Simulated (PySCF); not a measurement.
Stationary points of SiH₂⁺

Level of theory: PBE0/[Si def2-TZVP, H def2-TZVP], no relativity, density fitting, PySCF.

Relaxations began from a few typed shapes; open shells are unrestricted. The search is not exhaustive: other isomers or separated fragments can lie lower, and high-lying points may rest on an excited occupation.

```csv
spin,group,bonds,angles,imaginary modes (cm⁻¹),ΔE (kJ/mol),ΔE with ZPE (kJ/mol)
doublet,C2v,Si–H 1.491 Å (×2),H–Si–H 119.7°,none,0.0,0.0
doublet,D∞h,Si–H 1.473 Å (×2),H–Si–H 180.0°,1362i,92.9,–
```

The lowest minimum found is the doublet C2v: Si–H 1.491 Å (×2); H–Si–H 119.7°.

The electron or spin density has lower symmetry than the nuclear frame for the doublet D∞h at 92.9 kJ/mol.
